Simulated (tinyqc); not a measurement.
UHF in the sto-3g basis, for BH2, spin multiplicity 2, step by step. One step of it, computed by the program tinyqc.

Problem. Iteration 2: building the Fock matrix. J_ij = sum D_kl (ij|kl) with D = D(alpha) + D(beta), K_ij = sum D_kl (ik|jl) for each spin; F = H + J - K(s); E = tr D H + tr D J / 2 - 0.5 sum_s tr D(s) K(s) + E_nn.

D(alpha) after iteration 1, order 1B 1s, 1B 2s, 1B 2px, 1B 2py, 1B 2pz, 2H 1s, 3H 1s:
```
[[1.079469, -0.295578, 0.000000, 0.000000, -0.001485, 0.005664, 0.005664],
 [-0.295578, 1.096207, 0.000000, 0.000000, 0.003708, -0.014098, -0.014098],
 [0.000000, 0.000000, 1.000000, 0.000000, 0.000000, 0.000000, 0.000000],
 [0.000000, 0.000000, 0.000000, 0.000000, 0.000000, 0.000000, 0.000000],
 [-0.001485, 0.003708, 0.000000, 0.000000, 1.000030, -0.000082, -0.000082],
 [0.005664, -0.014098, 0.000000, 0.000000, -0.000082, 0.000185, 0.000185],
 [0.005664, -0.014098, 0.000000, 0.000000, -0.000082, 0.000185, 0.000185]]
```

D(beta) after iteration 1, order 1B 1s, 1B 2s, 1B 2px, 1B 2py, 1B 2pz, 2H 1s, 3H 1s:
```
[[1.077609, -0.286363, 0.000000, 0.000000, 0.001578, -0.002530, -0.002530],
 [-0.286363, 1.051881, 0.000000, 0.000000, -0.010347, 0.019573, 0.019573],
 [0.000000, 0.000000, 0.000000, 0.000000, 0.000000, 0.000000, 0.000000],
 [0.000000, 0.000000, 0.000000, 0.000000, 0.000000, 0.000000, 0.000000],
 [0.001578, -0.010347, 0.000000, 0.000000, 0.995936, 0.007537, 0.007537],
 [-0.002530, 0.019573, 0.000000, 0.000000, 0.007537, 0.000432, 0.000432],
 [-0.002530, 0.019573, 0.000000, 0.000000, 0.007537, 0.000432, 0.000432]]
```

core Hamiltonian H = T + V (hartree), order 1B 1s, 1B 2s, 1B 2px, 1B 2py, 1B 2pz, 2H 1s, 3H 1s:
```
[[-13.005362, -3.371624, 0.000000, 0.000000, -0.008065, -0.379535, -0.379535],
 [-3.371624, -4.091108, 0.000000, 0.000000, -0.078711, -1.085180, -1.085180],
 [0.000000, 0.000000, -3.248845, 0.000000, 0.000000, 0.000000, 0.000000],
 [0.000000, 0.000000, 0.000000, -3.370361, 0.000000, -1.021922, 1.021922],
 [-0.008065, -0.078711, 0.000000, 0.000000, -3.267711, -0.410995, -0.410995],
 [-0.379535, -1.085180, 0.000000, -1.021922, -0.410995, -2.355486, -0.092694],
 [-0.379535, -1.085180, 0.000000, 1.021922, -0.410995, -0.092694, -2.355486]]
```

Two-electron integrals (ij|kl) in chemists' order, unique and non-zero (hartree):
```
(11|11) 2.923513    (21|11) 0.518376    (21|21) 0.109262    (22|11) 0.744229
(22|21) 0.193177    (22|22) 0.544804    (31|31) 0.020264    (32|31) 0.029996
(32|32) 0.120346    (33|11) 0.742491    (33|21) 0.193240    (33|22) 0.544682
(33|33) 0.586773    (41|41) 0.020264    (42|41) 0.029996    (42|42) 0.120346
(43|43) 0.031630    (44|11) 0.742491    (44|21) 0.193240    (44|22) 0.544682
(44|33) 0.523513    (44|44) 0.586773    (51|51) 0.020264    (52|51) 0.029996
(52|52) 0.120346    (53|53) 0.031630    (54|54) 0.031630    (55|11) 0.742491
(55|21) 0.193240    (55|22) 0.544682    (55|33) 0.523513    (55|44) 0.523513
(55|55) 0.586773    (61|11) 0.057302    (61|21) 0.012040    (61|22) 0.021383
(61|33) 0.021291    (61|41) 0.000779    (61|42) 0.001453    (61|44) 0.021540
(61|51) 0.000307    (61|52) 0.000572    (61|54) 0.000098    (61|55) 0.021330
(61|61) 0.001365    (62|11) 0.163778    (62|21) 0.043320    (62|22) 0.137931
(62|33) 0.133783    (62|41) 0.004376    (62|42) 0.028756    (62|44) 0.144433
(62|51) 0.001724    (62|52) 0.011330    (62|54) 0.004196    (62|55) 0.135437
(62|61) 0.005092    (62|62) 0.052498    (63|31) 0.003943    (63|32) 0.019348
(63|43) 0.005100    (63|53) 0.002010    (63|63) 0.005120    (64|11) 0.153214
(64|21) 0.041008    (64|22) 0.137641    (64|33) 0.130559    (64|41) 0.007394
(64|42) 0.044873    (64|44) 0.150185    (64|51) 0.001360    (64|52) 0.010058
(64|54) 0.005723    (64|55) 0.132022    (64|61) 0.005002    (64|62) 0.060916
(64|64) 0.074359    (65|11) 0.060370    (65|21) 0.016158    (65|22) 0.054234
(65|33) 0.051443    (65|41) 0.001360    (65|42) 0.010058    (65|44) 0.055157
(65|51) 0.004479    (65|52) 0.023311    (65|54) 0.006564    (65|55) 0.056039
(65|61) 0.001971    (65|62) 0.024002    (65|64) 0.027282    (65|65) 0.015869
(66|11) 0.340872    (66|21) 0.091705    (66|22) 0.331618    (66|33) 0.313550
(66|41) 0.009882    (66|42) 0.089008    (66|44) 0.360041    (66|51) 0.003894
(66|52) 0.035071    (66|54) 0.018319    (66|55) 0.320768    (66|61) 0.010877
(66|62) 0.171342    (66|64) 0.214294    (66|65) 0.084437    (66|66) 0.774606
(71|11) 0.057302    (71|21) 0.012040    (71|22) 0.021383    (71|33) 0.021291
(71|41) -0.000779   (71|42) -0.001453   (71|44) 0.021540    (71|51) 0.000307
(71|52) 0.000572    (71|54) -0.000098   (71|55) 0.021330    (71|61) 0.001301
(71|62) 0.004616    (71|64) 0.004216    (71|65) 0.001800    (71|66) 0.009752
(71|71) 0.001365    (72|11) 0.163778    (72|21) 0.043320    (72|22) 0.137931
(72|33) 0.133783    (72|41) -0.004376   (72|42) -0.028756   (72|44) 0.144433
(72|51) 0.001724    (72|52) 0.011330    (72|54) -0.004196   (72|55) 0.135437
(72|61) 0.004616    (72|62) 0.030475    (72|64) 0.027449    (72|65) 0.013667
(72|66) 0.072986    (72|71) 0.005092    (72|72) 0.052498    (73|31) 0.003943
(73|32) 0.019348    (73|43) -0.005100   (73|53) 0.002010    (73|63) 0.002552
(73|73) 0.005120    (74|11) -0.153214   (74|21) -0.041008   (74|22) -0.137641
(74|33) -0.130559   (74|41) 0.007394    (74|42) 0.044873    (74|44) -0.150185
(74|51) -0.001360   (74|52) -0.010058   (74|54) 0.005723    (74|55) -0.132022
(74|61) -0.004216   (74|62) -0.027449   (74|64) -0.023174   (74|65) -0.012141
(74|66) -0.065401   (74|71) -0.005002   (74|72) -0.060916   (74|74) 0.074359
(75|11) 0.060370    (75|21) 0.016158    (75|22) 0.054234    (75|33) 0.051443
(75|41) -0.001360   (75|42) -0.010058   (75|44) 0.055157    (75|51) 0.004479
(75|52) 0.023311    (75|54) -0.006564   (75|55) 0.056039    (75|61) 0.001800
(75|62) 0.013667    (75|64) 0.012141    (75|65) 0.008545    (75|66) 0.033795
(75|71) 0.001971    (75|72) 0.024002    (75|74) -0.027282   (75|75) 0.015869
(76|11) 0.013052    (76|21) 0.003438    (76|22) 0.010794    (76|33) 0.010549
(76|44) 0.010896    (76|51) 0.000258    (76|52) 0.001637    (76|55) 0.010926
(76|61) 0.000387    (76|62) 0.003170    (76|64) 0.003250    (76|65) 0.001599
(76|66) 0.008731    (76|71) 0.000387    (76|72) 0.003170    (76|74) -0.003250
(76|75) 0.001599    (76|76) 0.000258    (77|11) 0.340872    (77|21) 0.091705
(77|22) 0.331618    (77|33) 0.313550    (77|41) -0.009882   (77|42) -0.089008
(77|44) 0.360041    (77|51) 0.003894    (77|52) 0.035071    (77|54) -0.018319
(77|55) 0.320768    (77|61) 0.009752    (77|62) 0.072986    (77|64) 0.065401
(77|65) 0.033795    (77|66) 0.183852    (77|71) 0.010877    (77|72) 0.171342
(77|74) -0.214294   (77|75) 0.084437    (77|76) 0.008731    (77|77) 0.774606
```

nuclear repulsion = 3.60525111 hartree

Give: Coulomb J; exchange K(alpha); exchange K(beta); F(alpha); F(beta); total energy of this density.

Solution.

Coulomb J (hartree), order 1B 1s, 1B 2s, 1B 2px, 1B 2py, 1B 2pz, 2H 1s, 3H 1s:
```
[[9.5326, 1.9866, 0.0000, 0.0000, -0.0002, 0.2196, 0.2196],
 [1.9866, 4.1880, 0.0000, 0.0000, -0.0006, 1.0048, 1.0048],
 [0.0000, 0.0000, 4.1835, 0.0000, 0.0000, 0.0000, 0.0000],
 [0.0000, 0.0000, 0.0000, 4.1207, 0.0000, 0.9742, -0.9742],
 [-0.0002, -0.0006, 0.0000, 0.0000, 4.2467, 0.3918, 0.3918],
 [0.2196, 1.0048, 0.0000, 0.9742, 0.3918, 2.2994, 0.0798],
 [0.2196, 1.0048, 0.0000, -0.9742, 0.3918, 0.0798, 2.2994]]
```

exchange K(alpha) (hartree), order 1B 1s, 1B 2s, 1B 2px, 1B 2py, 1B 2pz, 2H 1s, 3H 1s:
```
[[3.0103, 0.5792, 0.0000, 0.0000, -0.0001, 0.0663, 0.0663],
 [0.5792, 0.8349, 0.0000, 0.0000, 0.0005, 0.1826, 0.1826],
 [0.0000, 0.0000, 0.7535, 0.0000, 0.0000, 0.0000, 0.0000],
 [0.0000, 0.0000, 0.0000, 0.1970, 0.0000, 0.0407, -0.0407],
 [-0.0001, 0.0005, 0.0000, 0.0000, 0.7533, 0.0697, 0.0697],
 [0.0663, 0.1826, 0.0000, 0.0407, 0.0697, 0.0725, 0.0413],
 [0.0663, 0.1826, 0.0000, -0.0407, 0.0697, 0.0413, 0.0725]]
```

exchange K(beta) (hartree), order 1B 1s, 1B 2s, 1B 2px, 1B 2py, 1B 2pz, 2H 1s, 3H 1s:
```
[[2.9890, 0.5490, 0.0000, 0.0000, -0.0004, 0.0626, 0.0626],
 [0.5490, 0.7108, 0.0000, 0.0000, -0.0016, 0.1708, 0.1708],
 [0.0000, 0.0000, 0.1643, 0.0000, 0.0000, 0.0000, 0.0000],
 [0.0000, 0.0000, 0.0000, 0.1664, 0.0000, 0.0385, -0.0385],
 [-0.0004, -0.0016, 0.0000, 0.0000, 0.7191, 0.0700, 0.0700],
 [0.0626, 0.1708, 0.0000, 0.0385, 0.0700, 0.0775, 0.0426],
 [0.0626, 0.1708, 0.0000, -0.0385, 0.0700, 0.0426, 0.0775]]
```

F(alpha) (hartree), order 1B 1s, 1B 2s, 1B 2px, 1B 2py, 1B 2pz, 2H 1s, 3H 1s:
```
[[-6.4831, -1.9642, 0.0000, 0.0000, -0.0082, -0.2263, -0.2263],
 [-1.9642, -0.7380, 0.0000, 0.0000, -0.0798, -0.2630, -0.2630],
 [0.0000, 0.0000, 0.1812, 0.0000, 0.0000, 0.0000, 0.0000],
 [0.0000, 0.0000, 0.0000, 0.5534, 0.0000, -0.0885, 0.0885],
 [-0.0082, -0.0798, 0.0000, 0.0000, 0.2258, -0.0889, -0.0889],
 [-0.2263, -0.2630, 0.0000, -0.0885, -0.0889, -0.1286, -0.0542],
 [-0.2263, -0.2630, 0.0000, 0.0885, -0.0889, -0.0542, -0.1286]]
```

F(beta) (hartree), order 1B 1s, 1B 2s, 1B 2px, 1B 2py, 1B 2pz, 2H 1s, 3H 1s:
```
[[-6.4618, -1.9340, 0.0000, 0.0000, -0.0079, -0.2225, -0.2225],
 [-1.9340, -0.6139, 0.0000, 0.0000, -0.0777, -0.2512, -0.2512],
 [0.0000, 0.0000, 0.7704, 0.0000, 0.0000, 0.0000, 0.0000],
 [0.0000, 0.0000, 0.0000, 0.5839, 0.0000, -0.0863, 0.0863],
 [-0.0079, -0.0777, 0.0000, 0.0000, 0.2599, -0.0892, -0.0892],
 [-0.2225, -0.2512, 0.0000, -0.0863, -0.0892, -0.1336, -0.0555],
 [-0.2225, -0.2512, 0.0000, 0.0863, -0.0892, -0.0555, -0.1336]]
```

total energy of this density = -24.006027 hartree
